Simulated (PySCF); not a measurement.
CH$_{3}$O (SMILES [CH2-]O), charge -1, singlet, at a GFN2-xTB geometry (in this run its highest filled SCF level lies above zero, so its values depend strongly on the basis, on diffuse functions most of all); B3LYP/3-21G (PySCF).

Here is a job for PySCF.
```python
from pyscf import gto, scf, dft

mol = gto.M(
    atom='''
C    -0.20279747    0.76033189   -0.01087792
O    -0.06501536   -0.72802358    0.00864442
H     0.87204730   -0.97615677    0.01814578
H     0.42634008    1.13030271    0.88017106
H     0.43852035    1.10805134   -0.90220468
''',
    basis='3-21g',
    charge=-1,
    verbose=4,
)

mf = dft.UKS(mol)
mf.xc = 'b3lyp'
mf.kernel()
mf.analyze()
```

Question: Write the output that PySCF gives for this input, abridged.

Answer: 
```
PySCF version 2.14.0

[INPUT] verbose = 4
[INPUT] num. atoms = 5
[INPUT] num. electrons = 18
[INPUT] charge = -1
[INPUT] spin (= nelec alpha-beta = 2S) = 0
[INPUT] symmetry False subgroup None
[INPUT] Mole.unit = angstrom
[INPUT] Symbol           X                Y                Z      unit          X                Y                Z       unit  Magmom
[INPUT]  1 C     -0.202797470000   0.760331890000  -0.010877920000 AA   -0.383231677055   1.436819035873  -0.020556289605 Bohr   0.0
[INPUT]  2 O     -0.065015360000  -0.728023580000   0.008644420000 AA   -0.122861224290  -1.375765178425   0.016335586306 Bohr   0.0
[INPUT]  3 H      0.872047300000  -0.976156770000   0.018145780000 AA    1.647930564666  -1.844668949940   0.034290554517 Bohr   0.0
[INPUT]  4 H      0.426340080000   1.130302710000   0.880171060000 AA    0.805665987125   2.135962559754   1.663282246168 Bohr   0.0
[INPUT]  5 H      0.438520350000   1.108051340000  -0.902204680000 AA    0.828683361548   2.093913564557  -1.704919753501 Bohr   0.0

nuclear repulsion = 33.1917022098792
number of shells = 16
number of NR pGTOs = 39
number of NR cGTOs = 24
basis = 3-21g
ecp = {}

******** <class 'pyscf.dft.uks.UKS'> ********
method = UKS
initial guess = minao
damping factor = 0
level_shift factor = 0
DIIS = <class 'pyscf.scf.diis.CDIIS'>
diis_start_cycle = 1
diis_space = 8
diis_damp = 0
SCF conv_tol = 1e-09
SCF conv_tol_grad = None
SCF max_cycles = 50
direct_scf = True
direct_scf_tol = 1e-13
number electrons alpha = 9  beta = 9
XC library pyscf.dft.libxc version 7.1.2
    S. Lehtola, C. Steigemann, M. J. T. Oliveira, and M. A. L. Marques,  SoftwareX 7, 1–5 (2018)
XC functionals = b3lyp
    P. J. Stephens, F. J. Devlin, C. F. Chabalowski, and M. J. Frisch,  J. Phys. Chem. 98, 11623 (1994)
radial grids:
    Treutler-Ahlrichs [JCP 102, 346 (1995); DOI:10.1063/1.469408] (M4) radial grids

becke partition: Becke, JCP 88, 2547 (1988); DOI:10.1063/1.454033
pruning grids: <function nwchem_prune>
grids dens level: 3
symmetrized grids: False
atomic radii adjust function: <function treutler_atomic_radii_adjust>
small_rho_cutoff = 0
Set gradient conv threshold to 3.16228e-05
tot grids = 57624
init E= -114.066880853291
cycle= 1 E= -114.190480669569  delta_E= -0.124  |g|= 0.604  |ddm|= 1.36
cycle= 2 E= -114.076175323237  delta_E= 0.114  |g|= 0.815  |ddm|= 1.63
cycle= 3 E= -114.344488064848  delta_E= -0.268  |g|= 0.0592  |ddm|= 1.01
cycle= 4 E= -114.345601827739  delta_E= -0.00111  |g|= 0.0341  |ddm|= 0.0842
cycle= 5 E= -114.346167864744  delta_E= -0.000566  |g|= 0.00221  |ddm|= 0.0336
cycle= 6 E= -114.346170585458  delta_E= -2.72e-06  |g|= 0.000179  |ddm|= 0.00505
cycle= 7 E= -114.346170622032  delta_E= -3.66e-08  |g|= 3.44e-05  |ddm|= 0.000683
cycle= 8 E= -114.346170624513  delta_E= -2.48e-09  |g|= 8.72e-06  |ddm|= 0.000223
cycle= 9 E= -114.346170624745  delta_E= -2.32e-10  |g|= 2.11e-06  |ddm|= 6.85e-05
Extra cycle  E= -114.346170624757  delta_E= -1.21e-11  |g|= 1.42e-06  |ddm|= 1.35e-05
converged SCF energy = -114.346170624757  <S^2> = 4.4790838e-11  2S+1 = 1
**** SCF Summaries ****
Total Energy =                        -114.346170624757207
Nuclear Repulsion Energy =              33.191702209879232
One-electron Energy =                 -226.750313020917815
Two-electron Energy =                   79.212440186281384
Two-electron Coulomb Energy =           94.558324045479864
DFT Exchange-Correlation Energy =      -15.345883859198484
**** MO energy ****
                             alpha | beta                alpha | beta
MO #1   energy= -18.7291186338369  | -18.7291185865928  occ= 1 | 1
MO #2   energy= -9.80577360585448  | -9.80577346458233  occ= 1 | 1
MO #3   energy= -0.704470679283084 | -0.704470570422657 occ= 1 | 1
MO #4   energy= -0.328310938793889 | -0.328310736037225 occ= 1 | 1
MO #5   energy= -0.183694015271263 | -0.183693947163562 occ= 1 | 1
MO #6   energy= -0.0992701180732585 | -0.0992701392774253 occ= 1 | 1
MO #7   energy= -0.0398565553552559 | -0.0398566572625203 occ= 1 | 1
MO #8   energy= 0.0386978767343766 | 0.0386978320986637 occ= 1 | 1
MO #9   energy= 0.148171221989133  | 0.148171455787489  occ= 1 | 1
MO #10  energy= 0.341046611632724  | 0.341046691464861  occ= 0 | 0
MO #11  energy= 0.417082544422062  | 0.417082512637807  occ= 0 | 0
MO #12  energy= 0.463089821808191  | 0.463089820246545  occ= 0 | 0
MO #13  energy= 0.514323018685511  | 0.5143232097265    occ= 0 | 0
MO #14  energy= 1.02946192032181   | 1.02946175297003   occ= 0 | 0
MO #15  energy= 1.07064865500067   | 1.07064881772145   occ= 0 | 0
MO #16  energy= 1.09516043734667   | 1.09516105175787   occ= 0 | 0
MO #17  energy= 1.18039054408461   | 1.18039055186649   occ= 0 | 0

To work with the spin densities directly, `use mulliken_meta_spin()` only printing them here.

 ** Mulliken spin pop alpha/beta on meta-lowdin orthogonal AOs **
 ** Mulliken Spin Density (per AO)  **
spin_pop of  0 C 1s       -0.00000
spin_pop of  0 C 2s       -0.00000
spin_pop of  0 C 3s       -0.00000
spin_pop of  0 C 2px       0.00000
spin_pop of  0 C 2py      -0.00000
spin_pop of  0 C 2pz       0.00000
spin_pop of  0 C 3px       0.00000
spin_pop of  0 C 3py      -0.00000
spin_pop of  0 C 3pz      -0.00000
spin_pop of  1 O 1s        0.00000
spin_pop of  1 O 2s        0.00000
spin_pop of  1 O 3s        0.00000
spin_pop of  1 O 2px      -0.00000
spin_pop of  1 O 2py      -0.00000
spin_pop of  1 O 2pz       0.00000
spin_pop of  1 O 3px       0.00000
spin_pop of  1 O 3py      -0.00000
spin_pop of  1 O 3pz      -0.00000
spin_pop of  2 H 1s        0.00000
spin_pop of  2 H 2s        0.00000
spin_pop of  3 H 1s       -0.00000
spin_pop of  3 H 2s       -0.00000
spin_pop of  4 H 1s       -0.00000
spin_pop of  4 H 2s       -0.00000
 ** Mulliken Spin Density (per atom)  **
spin density of  0 C =      0.00000
spin density of  1 O =     -0.00000
spin density of  2 H =      0.00000
spin density of  3 H =     -0.00000
spin density of  4 H =     -0.00000
 ** Mulliken pop alpha/beta on meta-lowdin orthogonal AOs **
 ** Mulliken pop       alpha | beta **
pop of  0 C 1s        0.99978 | 0.99978
pop of  0 C 2s        0.67146 | 0.67146
pop of  0 C 3s        0.00379 | 0.00379
pop of  0 C 2px       0.77221 | 0.77220
pop of  0 C 2py       0.34385 | 0.34385
pop of  0 C 2pz       0.46184 | 0.46184
pop of  0 C 3px       0.00771 | 0.00771
pop of  0 C 3py       0.00415 | 0.00415
pop of  0 C 3pz       0.00311 | 0.00311
pop of  1 O 1s        0.99985 | 0.99985
pop of  1 O 2s        0.84577 | 0.84577
pop of  1 O 3s        0.00185 | 0.00185
pop of  1 O 2px       0.69788 | 0.69788
pop of  1 O 2py       0.72693 | 0.72693
pop of  1 O 2pz       0.98176 | 0.98176
pop of  1 O 3px       0.00108 | 0.00108
pop of  1 O 3py       0.00099 | 0.00099
pop of  1 O 3pz       0.00064 | 0.00064
pop of  2 H 1s        0.40628 | 0.40628
pop of  2 H 2s        0.00410 | 0.00410
pop of  3 H 1s        0.53057 | 0.53057
pop of  3 H 2s        0.00192 | 0.00192
pop of  4 H 1s        0.53057 | 0.53057
pop of  4 H 2s        0.00192 | 0.00192
In total             9.00000 | 9.00000
 ** Mulliken atomic charges   ( Nelec_alpha | Nelec_beta ) **
charge of  0C =     -0.53579  (     3.26789      3.26789 )
charge of  1O =     -0.51347  (     4.25674      4.25674 )
charge of  2H =      0.17923  (     0.41039      0.41038 )
charge of  3H =     -0.06499  (     0.53249      0.53249 )
charge of  4H =     -0.06499  (     0.53249      0.53249 )

WARN: System has nonzero charge -1; the dipole moment is origin-dependent.
Location of origin: [0. 0. 0.]

Dipole moment(X, Y, Z, Debye):  3.05646, -2.41520,  0.05104
```
